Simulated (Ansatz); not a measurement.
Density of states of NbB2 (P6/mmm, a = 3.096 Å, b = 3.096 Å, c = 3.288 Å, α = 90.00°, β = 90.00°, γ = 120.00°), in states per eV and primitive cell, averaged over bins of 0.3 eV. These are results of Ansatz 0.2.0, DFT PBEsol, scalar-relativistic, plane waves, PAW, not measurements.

Settings: cutoff 420 eV, Γ-centred mesh 18×18×14 on the computed 3-atom cell, Gaussian smearing of 0.10 eV; no spin polarisation.

The cell is relaxed at this level. The states (both spins) are summed by tetrahedra on a 27×27×21 mesh at the self-consistent density. Energies are bin centres; the table starts no lower than −8 eV and ends at 6 eV, or lower where the solved bands end.

It is a metal at this level.

| E − E_F (eV) | total | Nb 4d | B 2p | B 2s | Nb 5s |
| --- | --- | --- | --- | --- | --- |
| -7.90 | 0.59 | 0.14 | 0.32 | 0.10 | 0.01 |
| -7.60 | 0.61 | 0.14 | 0.34 | 0.08 | 0.02 |
| -7.30 | 0.69 | 0.16 | 0.40 | 0.07 | 0.02 |
| -7.00 | 0.86 | 0.20 | 0.51 | 0.07 | 0.03 |
| -6.70 | 0.72 | 0.18 | 0.45 | 0.05 | 0.02 |
| -6.40 | 1.38 | 0.32 | 0.93 | 0.05 | 0.03 |
| -6.10 | 1.41 | 0.36 | 0.93 | 0.05 | 0.03 |
| -5.80 | 1.08 | 0.35 | 0.64 | 0.05 | 0.02 |
| -5.50 | 1.21 | 0.39 | 0.73 | 0.04 | 0.02 |
| -5.20 | 1.43 | 0.50 | 0.84 | 0.03 | 0.02 |
| -4.90 | 2.19 | 0.85 | 1.22 | 0.03 | 0.03 |
| -4.60 | 2.63 | 1.08 | 1.42 | 0.04 | 0.03 |
| -4.30 | 1.93 | 0.85 | 1.01 | 0.02 | 0.01 |
| -4.00 | 1.76 | 0.83 | 0.86 | 0.02 | 0.01 |
| -3.70 | 1.41 | 0.73 | 0.63 | 0.01 | 0.01 |
| -3.40 | 0.93 | 0.59 | 0.32 | 0.00 | 0.00 |
| -3.10 | 0.75 | 0.51 | 0.23 | 0.00 | 0.00 |
| -2.80 | 0.60 | 0.42 | 0.17 | 0.00 | 0.00 |
| -2.50 | 0.44 | 0.32 | 0.11 | 0.00 | 0.00 |
| -2.20 | 0.26 | 0.20 | 0.06 | 0.00 | 0.00 |
| -1.90 | 0.15 | 0.12 | 0.03 | 0.00 | 0.00 |
| -1.60 | 0.30 | 0.23 | 0.07 | 0.00 | 0.00 |
| -1.30 | 0.45 | 0.34 | 0.10 | 0.00 | 0.00 |
| -1.00 | 0.57 | 0.44 | 0.12 | 0.00 | 0.00 |
| -0.70 | 0.63 | 0.49 | 0.14 | 0.00 | 0.00 |
| -0.40 | 0.70 | 0.53 | 0.16 | 0.00 | 0.00 |
| -0.10 | 0.91 | 0.66 | 0.22 | 0.01 | 0.00 |
| 0.20 | 1.14 | 0.82 | 0.27 | 0.02 | 0.00 |
| 0.50 | 1.36 | 0.94 | 0.33 | 0.06 | 0.01 |
| 0.80 | 1.29 | 0.91 | 0.29 | 0.05 | 0.01 |
| 1.10 | 1.36 | 0.97 | 0.29 | 0.05 | 0.01 |
| 1.40 | 1.39 | 1.01 | 0.29 | 0.05 | 0.01 |
| 1.70 | 1.41 | 1.03 | 0.28 | 0.05 | 0.01 |
| 2.00 | 1.67 | 1.25 | 0.32 | 0.06 | 0.01 |
| 2.30 | 1.89 | 1.39 | 0.39 | 0.07 | 0.01 |
| 2.60 | 2.17 | 1.58 | 0.45 | 0.10 | 0.01 |
| 2.90 | 1.92 | 1.36 | 0.40 | 0.10 | 0.01 |
| 3.20 | 1.29 | 0.81 | 0.32 | 0.12 | 0.01 |
| 3.50 | 1.19 | 0.67 | 0.31 | 0.15 | 0.01 |
| 3.80 | 1.12 | 0.58 | 0.29 | 0.18 | 0.02 |
| 4.10 | 0.84 | 0.41 | 0.26 | 0.11 | 0.03 |
| 4.40 | 0.90 | 0.38 | 0.31 | 0.13 | 0.04 |
| 4.70 | 0.84 | 0.32 | 0.31 | 0.13 | 0.04 |
| 5.00 | 1.12 | 0.38 | 0.45 | 0.19 | 0.04 |
| 5.30 | 1.72 | 0.56 | 0.69 | 0.33 | 0.05 |
| 5.60 | 1.49 | 0.42 | 0.68 | 0.25 | 0.04 |

The columns after the total are the main Löwdin projections on the occupied valence shells of the potentials; 2 others are left out. The rest of the total lies in those, in shells that are empty in the free atom, which aren't projected, and between the atoms.

Cost: 1 run of about 0.55 core-minutes, on Arm Neoverse V2 (shared hosts).